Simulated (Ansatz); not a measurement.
# BH2Cl (SMILES BCl) at 6 levels

Aim: a comparison of 6 runs (B3LYP/STO-3G, PBE0/STO-3G, UB3LYP/STO-3G, revPBE/STO-3G, UMP2/STO-3G, CCSDT/STO-3G) of BH2Cl. 

Program for the calculation: Ansatz 0.2.0.

56 further runs of the same task are left out: 2 that didn't finish, 54 set aside as unsound or not needed.

**1. The structure to begin with**

BH2Cl: 4 atoms, total charge 0, spin state singlet. SMILES: `BCl`. The Cl2–B1 distance was set to 3.466 Å, away from the relaxed value. At this shape a bond of the SMILES string is far longer than usual.

Bond lengths: B1–H3 1.190 Å, B1–H4 1.190 Å. Angles: H3–B1–H4 123.7°.

**2. The energy at B3LYP/STO-3G (run 1)**

input.yaml reads:

```yaml
crystal:
  periodic: [false, false, false]
  atoms:
    - {symbol: B, position_ang: [-1.598436, 0.438710, -0.871819]}
    - {symbol: Cl, position_ang: [1.365000, -0.395300, 0.721200]}
    - {symbol: H, position_ang: [-2.587936, -0.142490, -0.556119]}
    - {symbol: H, position_ang: [-1.568336, 1.289810, -1.703119]}
basis:
  gaussian: {orbitals: STO-3G}
hamiltonian: {xc: {name: B3LYP}}
accuracy: high
```

The run is started by

```console
$ ansatz run input.yaml --threads 1 --pin off --max-ram 2610MiB --events-out events.jsonl --progress --plain --runs-dir runs
```

The program printed:

```text
Warning: RAYON_NUM_THREADS=1 ignored (pool sized by the plan → 1); use --threads N
Functional definition: B3LYP
  name "B3LYP"
  parameter a0 = 0.2
  parameter ax = 0.72
  parameter ac = 0.81
  exchange = (1 - a0 - ax)*slater_x + ax*b88_x + a0*exact_x
  correlation = (1 - ac)*vwn_rpa_c + ac*lyp_c
239 factors; integrals over basis functions are off by at most 5.7e-9 eV
mean field evaluation 1: about -13075.8990 eV, gradient 1.5e1 eV
mean field evaluation 2: about -12968.4210 eV, gradient 5.4e1 eV
mean field evaluation 4: about -13076.4543 eV, gradient 1.2e1 eV
mean field evaluation 8: about -13078.1558 eV, gradient 1.2e1 eV
mean field evaluation 16: about -13080.7050 eV, gradient 9.7e-7 eV
mean field -13080.70498411 eV, -480.7070417458 hartree, gradient 5.4e-9 eV, S^2 0.000000; 2 other end points of the search recorded, 0 dependent functions left out
reference -13080.70501177 eV, -480.7070427623 hartree; 12, 12 occupied and 4, 4 virtual orbitals, 239 factors
Total energy: -13080.70501177 eV, -480.7070427623 hartree
```

It took 0.93 s on 1 thread of Arm Neoverse V1, shared host.

**3. The energy at PBE0/STO-3G (run 2)**

job.yaml reads:

```yaml
crystal:
  periodic: [false, false, false]
  atoms:
    - symbol: B
      position_ang: [-1.598436, 0.438710, -0.871819]
    - symbol: Cl
      position_ang: [1.365000, -0.395300, 0.721200]
    - symbol: H
      position_ang: [-2.587936, -0.142490, -0.556119]
    - symbol: H
      position_ang: [-1.568336, 1.289810, -1.703119]
basis:
  gaussian:
    orbitals: STO-3G
accuracy: high
hamiltonian:
  xc: {name: PBE0}
```

The run is started by

```console
$ ansatz run job.yaml --threads 1 --pin off --max-ram 2610MiB --events-out events.jsonl --progress --plain --runs-dir runs
```

The program printed:

```text
Warning: RAYON_NUM_THREADS=1 ignored (pool sized by the plan → 1); use --threads N
Functional definition: PBE0
  name "PBE0"
  parameter a = 0.25
  parameter kappa = 0.804
  parameter beta = 0.06672455060314922
  exchange = (1 - a)*pbe_x(kappa = kappa, mu = beta*pi^2/3) + a*exact_x
  correlation = pbe_c(beta = beta)
239 factors; integrals over basis functions are off by at most 5.7e-9 eV
mean field evaluation 1: about -13071.1555 eV, gradient 1.4e1 eV
mean field evaluation 2: about -12963.5705 eV, gradient 5.3e1 eV
mean field evaluation 4: about -13071.7492 eV, gradient 1.1e1 eV
mean field evaluation 8: about -13072.0524 eV, gradient 1.1e1 eV
mean field evaluation 16: about -13075.6432 eV, gradient 2.6e-8 eV
mean field -13075.64322422 eV, -480.5210255010 hartree, gradient 2.6e-8 eV, S^2 0.000000; 2 other end points of the search recorded, 0 dependent functions left out
reference -13075.64322557 eV, -480.5210255505 hartree; 12, 12 occupied and 4, 4 virtual orbitals, 239 factors
Total energy: -13075.64322557 eV, -480.5210255505 hartree
```

Wall time 0.8 s (1 thread of Arm Neoverse V1, shared host).

Runs 3 to 5 aren't shown in full; the table further down has their settings and results.

**4. A single-point energy at CCSDT/STO-3G (run 6)**

in.yaml reads:

```yaml
crystal:
  periodic: [false, false, false]
  atoms:
    - {symbol: B, position_ang: [-1.598436, 0.438710, -0.871819]}
    - {symbol: Cl, position_ang: [1.365000, -0.395300, 0.721200]}
    - {symbol: H, position_ang: [-2.587936, -0.142490, -0.556119]}
    - {symbol: H, position_ang: [-1.568336, 1.289810, -1.703119]}
basis:
  gaussian: {orbitals: STO-3G}
correlation: {method: ccsdt, frozen_orbitals: {B: 1, Cl: 5, H: 0}}
accuracy: high
scf: {omitted_lower_state_checks: [cluster_reference, increment]}
```

The run is started by

```console
$ ansatz run in.yaml --threads 1 --pin off --max-ram 2610MiB --events-out events.jsonl --progress --plain --runs-dir runs
```

The program printed:

```text
Warning: RAYON_NUM_THREADS=1 ignored (pool sized by the plan → 1); use --threads N
[... 11 lines left out ...]
6 core orbitals not correlated: weight in the atoms' cores, before any rotation towards them, 1.000 or more for the frozen orbitals, at most 0.000 for the correlated occupied ones
[... 55 lines left out ...]
WARN: these amplitudes may be one of several solutions (largest doubles amplitude 0.87, level shift 6.08 eV)
Total energy: -13061.31519010 eV, -479.9944799589 hartree
Checks for a lower state left out: cluster_reference, increment
```

It took 0.24 s on 1 thread of Arm Neoverse V1, shared host.

**5. The series**

```tsv
run	level	frozen core orbitals	energy (Eh)	wall time
1	B3LYP/STO-3G	–	-480.707043	0.93 s
2	PBE0/STO-3G	–	-480.521026	0.8 s
3	UB3LYP/STO-3G	–	-480.731344	3.3 s
4	revPBE/STO-3G	–	-480.630025	0.93 s
5	UMP2/STO-3G	6	-479.977932	0.26 s
6	CCSDT/STO-3G	6	-479.994480	0.24 s
```

**6. Summary of results**

| quantity | value |
| --- | --- |
| run 6: total energy | -479.99448 Eh |
| run 6: correlation energy (6 core orbitals frozen) | -151.8 mEh |
| run 6: T1 diagnostic | 0.120 |

Totals of different functionals can't be ranked against each other. In run 6 the log says that unrestricted orbitals would lower the reference, so the values rest on an unstable closed-shell determinant (other closed-shell runs at this shape may share the fault). In runs 1, 2, 3, 4, 5, 6 the basis is minimal, so the values are rough. Spin contamination of the reference: run 5 ⟨S²⟩ = 0.98, run 3 ⟨S²⟩ = 0.72. Where it is this large, the reference is a mixture of spin states, and values that rest on it are in doubt. All runs together took 6.5 s, the longest 3.3 s.
